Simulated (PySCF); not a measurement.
Stick spectrum of a doublet radical in fast tumbling, microwave frequency 9.309 GHz, simulated to first order from computed parameters.

```
field (mT)  relative intensity
    329.47                   1
    331.14                   1
    333.22                   1
    334.89                   1
```

Q: Find the g value from the centre of the pattern.

A: The pattern is symmetric about 332.18 mT, so g = hν/(μB·B0) = 9309/(13.99624 × 332.18) ≈ 2.0023, a shift of -0.1 × 10⁻³ from the free-electron value.

Q: Which couplings and how many nuclei make this pattern?

A: The first two lines at either end are about 1.67 mT apart, which is the smallest coupling, and their intensity ratio 1:1 counts the nuclei that share it. In full: a 1:1 doublet of 3.75 mT (105 MHz), from 1 nucleus of spin 1/2; a 1:1 doublet of 1.67 mT (47 MHz), from 1 nucleus of spin 1/2. Check: Σ 2nI·a is the distance from the first to the last line, 5.42 mT.

Q: The radical has the formula C3H2N. Propose a structure, and say which nuclei carry the couplings.

A: The pattern alone needn't single out one isomer; the structure behind this simulation is `[C](=C/C#N)/[H]` [radical], numbered [H]/[C:1]=[CH:2]\[C:3]#[N:4] (hydrogens: H5 on C1; H6 on C2). 3.75 mT: 1H at H6 (2 bonds from C1, on C2 of spin population -0.14; computed sign +); 1.67 mT: 1H at H5 (1 bond from C1; computed sign +). The largest Mulliken spin populations are on C1 (+1.06), C2 (-0.14) and C3 (+0.06). C1 is the only atom above +0.15.

The calculation used PySCF 2.14.0, UKS B3LYP, IGLO-III on C N, pcH-1 on H, non-relativistic, mean-field spin-orbit, GIAO. Geometry: PBE0-D3(BJ)/def2-SVP; no solvent, vibrations or thermal averaging. No stability test was run, so a lower SCF solution isn't excluded.

Rare isotopes and splittings under 0.04 mT were left out of the simulation.
